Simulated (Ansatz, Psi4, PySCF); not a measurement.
Molecule: OF2 (charge 0, singlet). SMILES: O(F)F
Geometry: optimised at B3LYP-D3(BJ)/def2-TZVP (Ansatz, a first-principles code).

Property: atomisation energy, in kcal/mol. Terms: open shells spin-unrestricted; non-relativistic; LANL2DZ all-electron up to Ne; no dispersion term unless named; atomisation electronic, to ground-state atoms; spin-orbit terms left out; valence correlation only; 6-311+G** with 5d; 6-31G* and kin with 6d, 5d where marked. Ab initio and DFT rows: single points at B3LYP-D3(BJ) geometries (Ansatz). The Hartree-Fock reference of FOF is unstable towards a lower, spin-broken solution.

```tsv
level	program	atomisation energy (kcal/mol)
BP86/6-31G* (5d)	PySCF	127.3
B3LYP/LANL2DZ	Ansatz	67.6
B3LYP/6-31G*	Ansatz	99.2
M06-2X/6-311+G**	PySCF	79.0
wB97X-D/6-31G*	Psi4	96.0
MP2/3-21G	Ansatz	59.6
M06-2X/def2-TZVPD	PySCF	88.9
wB97X-V/def2-TZVPD	Ansatz	95.2
```

No value to compare with is used here. The 6 habitual levels span 59.6 (MP2/3-21G) to 127.3 kcal/mol (BP86/6-31G* (5d)); wB97X-V/def2-TZVPD gives 95.2.

The levels are drawn from those run, B3LYP/6-31G* more often than the rest, none by its result; runs whose electronic state is in doubt are left out.
